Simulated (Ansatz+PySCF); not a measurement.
The numbers below are computed, except where a source is named.
This PySCF input gave a total energy of -274.19715 hartree.

```python
from pyscf import gto, scf

mol = gto.M(atom="""
Mg 0.000000 0.000000 -0.754990
O 0.000000 0.000000 1.132490
""", basis='def2-svp', charge=0, spin=0)
mf = scf.RHF(mol)
mf.kernel()
print(mf.converged, mf.e_tot, mf.spin_square()[0])
```

(1) Write an input for Ansatz with the same method and basis set.

Answers

(1)

```yaml
crystal:
  periodic: [false, false, false]
  atoms:
    - { symbol: Mg, position_ang: [0.0, 0.0, -0.75499] }
    - { symbol: O, position_ang: [0.0, 0.0, 1.13249] }
basis:
  gaussian: { orbitals: def2-SVP }
hamiltonian:
  xc: hf
scf:
  omitted_lower_state_checks: [stability, starts, atomic_configurations, cluster_reference, orbital_swaps, given_window_search, neighbouring_geometries, increment]
```

Ansatz (development build ahead of 0.2.0) gave -274.19715 hartree, 0.03 meV from the first. Caution: an unrestricted determinant lies well below.
